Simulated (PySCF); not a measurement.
Molecule: `c1n[nH]cp1`, C2H3N2P.

Molfile (atoms numbered from 1):
```
C2H3N2P
     RDKit          3D

  8  8  0  0  0  0  0  0  0  0999 V2000
    1.3181   -0.1595   -0.1489 C   0  0  0  0  0  0  0  0  0  0  0  0
    0.6836    0.9917   -0.0723 N   0  0  0  0  0  0  0  0  0  0  0  0
   -0.6159    0.7502    0.0142 N   0  0  0  0  0  0  0  0  0  0  0  0
   -1.0250   -0.5315    0.0090 C   0  0  0  0  0  0  0  0  0  0  0  0
    0.3139   -1.6201   -0.1159 P   0  0  0  0  0  0  0  0  0  0  0  0
    2.4075   -0.1326   -0.2262 H   0  0  0  0  0  0  0  0  0  0  0  0
   -1.2325    1.5534    0.0798 H   0  0  0  0  0  0  0  0  0  0  0  0
   -2.0925   -0.7418    0.0796 H   0  0  0  0  0  0  0  0  0  0  0  0
  1  2  2  0
  2  3  1  0
  3  4  1  0
  4  5  2  0
  5  1  1  0
  1  6  1  0
  3  7  1  0
  4  8  1  0
M  END
```

Geometry PBE0-D3(BJ)/def2-SVP throughout; GIAO in PySCF, gas phase, one conformer, non-relativistic; equivalent atoms averaged; functional PBE0.

For orientation, 6-31G gives these absolute shieldings σ: C4 44.8, C1 38.9, N2 -72.4, N3 57.2, P5 301.9, H7 22.75, H6 23.61, H8 23.85 ppm.

A run gave: C4 27.8, C1 17.9, N2 -99.5, N3 29.0, P5 194.6, H7 21.10, H6 22.61, H8 22.83 ppm (absolute shieldings σ).

Problem. Which basis set was used in that run?
A. def2-TZVP
B. STO-3G
C. def2-SVP
D. 6-311+G(2d,p)

Solution. A. P5 tells them apart best: def2-TZVP gives 194.6, 6-311+G(2d,p) gives 210.3, def2-SVP gives 279.7, STO-3G gives 316.3 ppm.
